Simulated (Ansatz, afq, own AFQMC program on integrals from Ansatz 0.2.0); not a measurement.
AFQMC on a folder of integrals that Ansatz 0.2.0 wrote.

```yaml
crystal:
  periodic: [false, false, false]
  atoms:
    - {symbol: Si, position_ang: [0.000000, 0.000000, 0.000000]}
    - {symbol: N, position_ang: [0.000000, 0.000000, 1.563809]}
basis:
  gaussian: {orbitals: cc-pVDZ}
total_charge: 1
magnetization: {spin_polarized: true, initial_magnetization: 2}
correlation: {method: ccsd_t, electrons: outside_noble_gas, hamiltonian_folder: ham}
```

```sh
$ ansatz run in.yaml --threads 1 --pin off --events-out ev --progress --plain --max-ram 1382MiB
```

afq runs on the folder ham with

```
--method phaseless --trial cisd --walkers 70 --populations 1 --least-time 40 --time-step 0.005 --steps-per-block 50 --equilibration-blocks 28 --max-blocks 300 --target-error 0.00034 --factor-cut 1e-05 --start spin_pure --seed 6255 --release-times 0.24,0.5,1,1.5 --release-step 0.02 --release-every 4 --taylor-order 6
```

Times are imaginary, in 1/Eh. The walk had a cap of 478 s.

Output of the walk:

```
orbitals 26  electrons 5 3  factors 183 of 321
reference energy -342.94617232 Eh
CCSD correlation -0.19238748 Eh in 13 cycles, weight of the determinant in the CISD state 0.8354
energy of the start -343.136497 Eh
 block  time / (1/Eh)  mean weight  energy / Eh
     1     0.250  1.0000  -343.136925
     2     0.500  1.0008  -343.138261
     3     0.750  1.0007  -343.144755
     4     1.000  0.9997  -343.143081
     5     1.250  0.9987  -343.143677
     7     1.750  1.0001  -343.146526
     9     2.250  1.0001  -343.161725
    17     4.250  1.0003  -343.146649
    33     8.250  1.0005  -343.151835
    49    12.250  1.0019  -343.145172
    65    16.250  1.0009  -343.141459
    81    20.250  0.9980  -343.143138
    97    24.250  0.9991  -343.142794
   113    28.250  0.9977  -343.140531
   129    32.250  0.9985  -343.149210
   145    36.250  1.0016  -343.144519
   161    40.250  0.9991  -343.147861
   177    44.250  0.9989  -343.146274
   193    48.250  0.9995  -343.146840
   209    52.250  0.9989  -343.147873
   225    56.250  1.0016  -343.140334
   241    60.250  1.0007  -343.148492
   257    64.250  0.9989  -343.142934
   273    68.250  1.0001  -343.148450
   281    70.250  0.9985  -343.161561
   289    72.250  1.0009  -343.146358
   305    76.250  0.9974  -343.146777
   321    80.250  1.0007  -343.146896
blocks merged  error / Eh  count
     1  0.000300  300
     2  0.000377  150
     4  0.000426  75
     8  0.000498  37
    16  0.000451  18
    32  0.000375  9
released: time / (1/Eh)  energy / Eh  error  mean overlap
  0.24  -343.148111  0.000544  0.9931
  0.50  -343.148420  0.000687  0.9856
  1.00  -343.148308  0.000494  0.9923
  1.50  -343.148299  0.000611  0.9928
energy -343.147728 +/- 0.000498 Eh
(rows thinned)
```

The run passed its tests (sampling time, drift between the halves within three errors, error under three times the target), which doesn't prove that it has relaxed.

Against this walk (error 13.6 meV) on the same determinant: CCSD(T) 49.0 meV higher, CCSDT(Q) 30.4 meV lower. The error is statistical and leaves out the bias of the constraint. Released to 1.50 1/Eh the energy moves by -16 ± 21 meV (both errors), within twice the noise.

Cautions: constraint bias not in the error; error above the target (13.6 against 9.3 meV); higher spins were not checked; the search met a lower determinant of the same kind, perhaps of another symmetry (121 meV lower), and this one is a saddle point; strong correlation (T1 0.060, weight of the determinant 0.84, largest double 0.09); unrestricted determinant slightly spin contaminated (⟨S²⟩ 2.08 against 2.00); the bias of populations of 70 walkers isn't removed.

The walk took 7.8 min on 1 thread of Intel Xeon Platinum 8259CL @ 2.50GHz, on a shared host. The log's last line is the phaseless energy.

CCSDT and higher add their correlation energy to the determinant of the CCSD(T) run, since their own runs factorise the integrals more tightly (a shift of under 2 meV). A walk keeps the symmetry of its determinant, which the program's search chose and which needn't be the lowest solution, so a lower state of the same spin and another symmetry isn't excluded.
